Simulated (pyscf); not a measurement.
Single points on ωB97X-D3(BJ)/def2-SVP structures (PySCF, gas phase). Correlated levels are frozen-core, on RHF or UHF. ΔMP2 is the change of the MP2 total energy from the triple- to the quadruple-zeta basis.

Question: H₃C–GeH₃ + H• → GeH₄ + CH₃•
Surface: doublet. Broken: C–Ge. Formed: Ge–H. Give ΔE‡ and ΔE from CCSD(T)/def2-TZVPP + ΔMP2(QZVPP), relative to the separated reactants.

Answer: ΔE‡ = 12.3 kcal/mol, ΔE = -6.3 kcal/mol. Zero-point energy shifts the barrier by +1.3 kcal/mol. It is a substitution at Ge, with an imaginary mode of 573i cm⁻¹. The same reactants have a lower exit, to H₃C–GeH₂• + H₂ (barrier +2.9 kcal/mol at ωB97M-D3(BJ), against +12.5 kcal/mol here). One saddle was located; it need not be the lowest between these sides. The angle at the attacked Ge is 180°. The CCSD(T) − MP2 part came from Ansatz, without density fitting, on the same reference. The frozen core leaves the outer d or s,p core shells of the metals and heavy elements correlated in the MP2 and CC values, and def2-TZVPP describes them poorly, which can shift differences by a few kcal/mol. Elements up to Kr have no core potential and no relativistic terms here.
